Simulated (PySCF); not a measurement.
# C4H9P: the cost of one run

Computed with PySCF 2.14.0, with density-fitted response routines of our own, on a single molecule in the gas phase. Atoms count from 0, in the outputs and in this text.

### 1 Starting geometry

14 atoms, charge 0, multiplicity 1; geometry from: GFN2-xTB. The atoms were then displaced at random by about 0.01 Å, so the start is not that level's minimum.

Bonds of the start (Å): C0–C1 1.34, C1–P2 1.83, P2–C3 1.86, P2–C4 1.85, C0–H5 1.04, C0–H6 1.10, C1–H7 1.07, C3–H8 1.07, C3–H9 1.12, C3–H10 1.07, C4–H11 1.07, C4–H12 1.08, C4–H13 1.11.

### 2 Geometry optimisation at PBE0-D3(BJ)/def2-SVP

What the job is given:

```
{"job": {"xc": "PBE0", "basis": "def2-SVP", "d3": "d3bj", "grid": 1, "shake": 0.01, "kind": "geom"}, "charge": 0, "multiplicity": 1}
C      2.144460    -0.465370     0.018570
C      0.962940    -0.839400     0.521660
P     -0.459740     0.224100     0.964470
C     -0.225750     1.577640    -0.287110
C     -1.746860    -0.775880     0.093430
H      2.926310    -1.128030    -0.172200
H      2.327380     0.585660    -0.244740
H      0.840060    -1.868720     0.793410
H      0.530780     2.260750     0.042840
H     -1.194400     2.133170    -0.313410
H     -0.041420     1.164720    -1.258890
H     -1.468650    -0.952420    -0.928340
H     -1.899820    -1.708630     0.610410
H     -2.702450    -0.222680     0.152150
```

The run is started by

```sh
$ OMP_NUM_THREADS=1 python probes_run.py task.json out
```

One launch serves the whole session: the jobs run in the order shown.

Q: Estimate the wall time and peak memory of this first job on 1 thread of Intel Xeon Platinum 8488C, shared host.

About 59 s, with a peak of 0.51 GiB.
